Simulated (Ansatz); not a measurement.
C2H3ClS (`C=C(S)Cl`), 7 atoms. The species carries charge 0 and has multiplicity 1. All runs use 2 threads of an Arm Neoverse V2 on a shared host. Correlated methods freeze the cores.

Question: How many basis functions does each run have, and how long does it take in Ansatz? RKS PBE0-D4/def2-TZVP frequencies; RKS r2SCANh-D4/def2-TZVPP energy; RKS ωB97M-V/def2-QZVPP energy; RKS PBE0-D4/def2-SVP energy; RKS r2SCAN-D4/def2-TZVPP energy and forces; RHF-CCSD(T)/def2-TZVPP energy; RKS CAM-B3LYP-D4/def2-TZVPP energy; RHF-CCSD(T)/def2-SVP energy; RKS ωB97M-V/def2-SVP energy; RHF-MP2/def2-QZVPP energy; direct RPA on PBE orbitals/def2-TZVPP energy; RKS PBE0-D4/def2-TZVP relaxation (6 steps). (Estimate.)

Answer: Ansatz gave: Other jobs shared the machine, so times are rough.

```csv
level,job,functions,wall time,peak host memory (GiB)
RKS PBE0-D4/def2-SVP,energy,79,0.9 s,0.14
RHF-CCSD(T)/def2-SVP,energy,79,1.6 s,0.21
RKS CAM-B3LYP-D4/def2-TZVPP,energy,188,2.6 s,0.42
direct RPA on PBE orbitals/def2-TZVPP,energy,188,3.6 s,0.34
RKS r2SCAN-D4/def2-TZVPP,energy and forces,188,4 s,0.23
RKS ωB97M-V/def2-SVP,energy,79,4.1 s,0.21
RKS r2SCANh-D4/def2-TZVPP,energy,188,4.2 s,0.39
RHF-MP2/def2-QZVPP,energy,344,14 s,1.3
RKS ωB97M-V/def2-QZVPP,energy,344,15 s,1.1
RKS PBE0-D4/def2-TZVP,relaxation (6 steps),154,18 s,0.32
RHF-CCSD(T)/def2-TZVPP,energy,188,38 s,1.9
RKS PBE0-D4/def2-TZVP,frequencies,154,75 s,0.33
```
